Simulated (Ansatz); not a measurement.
Start from `BB` and change one atom or group to get `BB[SiH3]`.

Ansatz, PBE0-D4/def2-TZVP geometries, multiplicity 1. 

```json
{"property": "HOMO energy (PBE/def2-TZVPP) / eV", "`BB`": "-7.29"}
{"property": "size of the dipole moment (PBE/def2-TZVPP) / D", "`BB`": "0.00"}
{"property": "ideal-gas entropy at 298 K and 1 bar (rigid rotor, harmonic PBE0-D4/def2-TZVP) / J/(mol·K)", "`BB`": "232"}
{"property": "HOMO energy (B3LYP/def2-TZVPP) / eV", "`BB`": "-8.46"}
{"property": "HOMO energy (PBE0/def2-TZVPP) / eV", "`BB`": "-8.65"}
{"property": "LUMO energy (PBE0/def2-TZVPP) / eV", "`BB`": "-1.67"}
```

Q: What does the change do to each property? (An estimate is asked.)

A: Ansatz gave: 
```csv
property,`BB[SiH3]`,shift
HOMO energy (PBE/def2-TZVPP) / eV,-6.82,0.47
size of the dipole moment (PBE/def2-TZVPP) / D,0.27,0.27
"ideal-gas entropy at 298 K and 1 bar (rigid rotor, harmonic PBE0-D4/def2-TZVP) / J/(mol·K)",315,83
HOMO energy (B3LYP/def2-TZVPP) / eV,-7.82,0.64
HOMO energy (PBE0/def2-TZVPP) / eV,-8.01,0.64
LUMO energy (PBE0/def2-TZVPP) / eV,-2.17,-0.50
```

With PBE0 the HOMO rises by 0.64 eV and the LUMO falls by 0.50 eV, so the gap narrows by about 1.14 eV. PBE moves the HOMO by 0.47 eV and ωB97M-V by 0.79 eV. The zero-point energy changes by 44.7 kJ/mol with +9 modes.

B3LYP here is the variant with VWN-RPA as its local correlation; programs differ in this.
